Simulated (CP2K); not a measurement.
# NClO (SMILES O=NCl) at HF/STO-3G

Aim: the vertical ionisation energy of NClO at HF/STO-3G, from 2 runs. 

The results are computed with CP2K 2026.2.

7 further runs of the same task are left out: 7 that didn't finish.

### 1 The structure to begin with

The species is NClO (3 atoms), meant as a singlet with charge 0. As SMILES, `O=NCl`. Geometry: relaxed at PBE0-D4/def2-TZVP.

Bond lengths: O1–N2 1.127 Å, N2–Cl3 1.944 Å. Angles: O1–N2–Cl3 113.9°.

### 2 The energy at HF/STO-3G

File calc.inp:

```
&GLOBAL
   PROJECT calc
   RUN_TYPE ENERGY
   PRINT_LEVEL MEDIUM
&END GLOBAL
&FORCE_EVAL
   METHOD Quickstep
   &DFT
      BASIS_SET_FILE_NAME ./sto_3g.basis
      POTENTIAL_FILE_NAME POTENTIAL
      &QS
         METHOD GAPW
         EPS_DEFAULT 1.0E-10
      &END QS
      &MGRID
         CUTOFF 280
         REL_CUTOFF 50
         NGRIDS 4
      &END MGRID
      &POISSON
         PERIODIC NONE
         POISSON_SOLVER MULTIPOLE
      &END POISSON
      &SCF
         SCF_GUESS ATOMIC
         EPS_SCF 1.0E-07
         MAX_SCF 100
         ADDED_MOS 5
         &DIAGONALIZATION
            ALGORITHM STANDARD
         &END DIAGONALIZATION
         &MIXING
            METHOD DIRECT_P_MIXING
            ALPHA 0.4
         &END MIXING
      &END SCF
      &XC
         &XC_FUNCTIONAL NONE
         &END XC_FUNCTIONAL
         &HF
            FRACTION 1
            &SCREENING
               EPS_SCHWARZ 1.0E-10
            &END SCREENING
            &MEMORY
               MAX_MEMORY 1050
            &END MEMORY
         &END HF
      &END XC
      &PRINT
         &MOMENTS
            PERIODIC F
            REFERENCE COM
            MAX_MOMENT 1
         &END MOMENTS
         &MO ON
            ENERGIES T
            OCCUPATION_NUMBERS T
            NDIGITS 6
            &EACH
               QS_SCF 0
            &END EACH
            ADD_LAST NUMERIC
         &END MO
         &LOWDIN ON
         &END LOWDIN
         &HIRSHFELD OFF
         &END HIRSHFELD
         &MO_MOLDEN ON
            NDIGITS 8
         &END MO_MOLDEN
      &END PRINT
   &END DFT
   &SUBSYS
      &CELL
         ABC 9.1 8.5 8
         PERIODIC NONE
      &END CELL
      &COORD
         UNIT bohr
         O      1.8898773    -0.6393510     0.9710925
         N      0.0983602    -1.1329853    -0.0677278
         Cl    -1.9882375     1.7723741    -0.9033647
      &END COORD
      &TOPOLOGY
         &CENTER_COORDINATES
         &END CENTER_COORDINATES
      &END TOPOLOGY
      &KIND O
         BASIS_SET STO-3G
         POTENTIAL ALL
         LEBEDEV_GRID 194
         RADIAL_GRID 100
      &END KIND
      &KIND N
         BASIS_SET STO-3G
         POTENTIAL ALL
         LEBEDEV_GRID 194
         RADIAL_GRID 100
      &END KIND
      &KIND Cl
         BASIS_SET STO-3G
         POTENTIAL ALL
         LEBEDEV_GRID 194
         RADIAL_GRID 100
      &END KIND
   &END SUBSYS
&END FORCE_EVAL
```

On the command line:

```bash
$ OMP_NUM_THREADS=1 cp2k.psmp -i calc.inp > calc.out 2>&1
```

Output:

```text
CP2K| version string:                                       CP2K version 2026.2
[...]
 GLOBAL| Method name                                                        CP2K
[...]
 GLOBAL| Run type                                                         ENERGY
[...]
 *** WARNING in qs_environment.F:2210 :: More added MOs requested than     ***
 *** available. The full set of unoccupied MOs will be used. Use           ***
 *** 'ADDED_MOS -1' to always use all available MOs and to get rid of this ***
[...]
 DFT| Spin restricted Kohn-Sham (RKS) calculation                            RKS
 DFT| Multiplicity                                                             1
[...]
 DFT| Charge                                                                   0
[...]
 QS| Method:                                                                GAPW
[...]
 QS| Density cutoff [a.u.]:                                                140.0
[...]
 QS| Relative density cutoff [a.u.]:                                        25.0
[...]
                             - Atoms:                                          3
[...]
                             - Spherical basis functions:                     19
[...]
 Number of electrons:                                                         32
[...]
     1 P_Mix/Diag. 0.40E+00    0.6     0.59145064      -582.1233517261 -5.82E+02
[...]
    21 DIIS/Diag.  0.15E-06    0.2     0.00000008      -582.0571508628  1.14E-13
  *** SCF run converged in    21 steps ***
[...]
  Overlap energy of the core charge distribution:               0.00000059047227
  Self energy of the core charge distribution:               -319.55212336776242
  Core Hamiltonian energy:                                   -273.12669837795517
  Hartree energy:                                              57.16706397149823
  Exchange-correlation energy:                                  0.00000000000000
  Hartree-Fock Exchange energy:                               -42.30567802407805
[...]
                     Mulliken Population Analysis
 #  Atom  Element  Kind  Atomic population                           Net charge
       1     O        1          7.993122                              0.006878
       2     N        2          6.783903                              0.216097
       3     Cl       3         17.222975                             -0.222975
 # Total charge                             32.000000                 -0.000000
[...]
  Dipole moment [Debye]
    X=  0.1747511E+01 Y= -0.1397882E+01 Z=  0.8124096E+00  Total=      2.3807308
 ENERGY| Total FORCE_EVAL ( QS ) energy [hartree]           -582.057150862793947
[...]
```

Run time: 5.4 s. Hardware: 1 thread of Intel Xeon 6975P-C (Granite Rapids), shared host; peak memory 0.42 GiB.

### 3 The doublet cation, same level

File calc.inp:

```
&GLOBAL
  PROJECT_NAME calc
  RUN_TYPE ENERGY
  PRINT_LEVEL MEDIUM
&END GLOBAL
&FORCE_EVAL
  METHOD Quickstep
  &DFT
    BASIS_SET_FILE_NAME ./sto_3g.basis
    POTENTIAL_FILE_NAME POTENTIAL
    CHARGE 1
    MULTIPLICITY 2
    LSD T
    &QS
      METHOD GAPW
      EPS_DEFAULT 1.0E-10
    &END QS
    &MGRID
      CUTOFF 280
      REL_CUTOFF 50
      NGRIDS 4
    &END MGRID
    &POISSON
      PERIODIC NONE
      POISSON_SOLVER MULTIPOLE
    &END POISSON
    &SCF
      SCF_GUESS ATOMIC
      EPS_SCF 1.0E-06
      MAX_SCF 40
      &OT ON
        MINIMIZER DIIS
        PRECONDITIONER FULL_ALL
      &END OT
      &OUTER_SCF
        EPS_SCF 1.0E-06
        MAX_SCF 5
      &END OUTER_SCF
    &END SCF
    &XC
      &XC_FUNCTIONAL NONE
      &END XC_FUNCTIONAL
      &HF
        FRACTION 1
        &SCREENING
          EPS_SCHWARZ 1.0E-10
          SCREEN_ON_INITIAL_P F
        &END SCREENING
        &INTERACTION_POTENTIAL
          POTENTIAL_TYPE COULOMB
        &END INTERACTION_POTENTIAL
        &MEMORY
          MAX_MEMORY 1050
        &END MEMORY
      &END HF
    &END XC
    &PRINT
      &MOMENTS
        PERIODIC F
        REFERENCE COM
        MAX_MOMENT 1
      &END MOMENTS
      &MO_CUBES
        NLUMO 3
        NHOMO -1
        WRITE_CUBE F
      &END MO_CUBES
      &LOWDIN ON
      &END LOWDIN
      &HIRSHFELD OFF
      &END HIRSHFELD
    &END PRINT
  &END DFT
  &SUBSYS
    &CELL
      ABC [angstrom] 9.1 8.5 8
      PERIODIC NONE
    &END CELL
    &COORD
      SCALED T
      O    0.61275879   0.44029353   0.56199500
      N    0.50857967   0.40956176   0.49328000
      Cl   0.38724121   0.59043824   0.43800500
    &END COORD
    &KIND O
      BASIS_SET STO-3G
      POTENTIAL ALL
      LEBEDEV_GRID 194
      RADIAL_GRID 100
    &END KIND
    &KIND N
      BASIS_SET STO-3G
      POTENTIAL ALL
      LEBEDEV_GRID 194
      RADIAL_GRID 100
    &END KIND
    &KIND Cl
      BASIS_SET STO-3G
      POTENTIAL ALL
      LEBEDEV_GRID 194
      RADIAL_GRID 100
    &END KIND
  &END SUBSYS
&END FORCE_EVAL
```

On the command line:

```bash
$ OMP_NUM_THREADS=1 cp2k.psmp -i calc.inp > calc.out 2>&1
```

Output:

```text
CP2K| version string:                                       CP2K version 2026.2
[...]
 GLOBAL| Method name                                                        CP2K
[...]
 GLOBAL| Run type                                                         ENERGY
[...]
 DFT| Spin unrestricted (spin-polarized) Kohn-Sham calculation               UKS
 DFT| Multiplicity                                                             2
[...]
 DFT| Charge                                                                   1
[...]
 QS| Method:                                                                GAPW
[...]
 QS| Density cutoff [a.u.]:                                                140.0
[...]
 QS| Relative density cutoff [a.u.]:                                        25.0
[...]
                             - Atoms:                                          3
[...]
                             - Spherical basis functions:                     19
[...]
 Number of electrons:                                                         16
[...]
     1 OT DIIS     0.15E+00    0.6     0.49742049      -551.5649991246 -5.52E+02
[...]
    40 OT DIIS     0.15E+00    0.2     0.00000087      -581.7358948896 -2.90E-09
  *** SCF run converged in    40 steps ***
[...]
  Overlap energy of the core charge distribution:               0.00000059047278
  Self energy of the core charge distribution:               -319.55212336776242
  Core Hamiltonian energy:                                   -274.62384905813752
  Hartree energy:                                              58.72991931306439
  Exchange-correlation energy:                                  0.00000000000000
  Hartree-Fock Exchange energy:                               -41.74575315499197
[...]
                     Mulliken Population Analysis
 #  Atom  Element  Kind  Atomic population (alpha,beta) Net charge  Spin moment
       1     O        1         4.323287     3.368571     0.308142     0.954716
       2     N        2         3.023435     3.588113     0.388452    -0.564678
       3     Cl       3         8.653278     8.043316     0.303407     0.609962
 # Total charge and spin       16.000000    15.000000     1.000000     1.000000
[...]
  Dipole moment [Debye]
    X=  0.2022362E+01 Y= -0.1446000E+01 Z=  0.9577554E+00  Total=      2.6642369
[...]
 HOMO - LUMO gap [eV] :   11.736540
 ENERGY| Total FORCE_EVAL ( QS ) energy [hartree]           -581.735894889643305
[...]
```

Run time: 22 s. Hardware: 1 thread of Intel Xeon 6975P-C (Granite Rapids), shared host; peak memory 0.43 GiB.

### 4 Summary of results

Level: HF/STO-3G.

```
                                          quantity          value
                        singlet NClO: total energy  -582.05715 Eh
                       singlet NClO: dipole moment         2.38 D
                         singlet NClO: HOMO energy       -9.43 eV
                         singlet NClO: LUMO energy        4.01 eV
                       singlet NClO: HOMO–LUMO gap       13.44 eV
                      doublet cation: total energy  -581.73589 Eh
doublet cation: HOMO energy (highest over α and β)      -19.83 eV
 doublet cation: LUMO energy (lowest over α and β)       -8.09 eV
                              doublet cation: ⟨S²⟩          1.028
vertical ionisation energy (to the doublet cation)       8.742 eV
```

**Reading.** Removing an electron at fixed nuclei costs 8.74 eV (843 kJ/mol). The negative HOMO energy of the first species, 9.43 eV, lies 0.69 eV above that difference. In a minimal basis such a difference can be off by several eV, whatever the method. ⟨S²⟩ (doublet cation) is 1.03 where a pure doublet has 0.75: the reference is spin-contaminated.
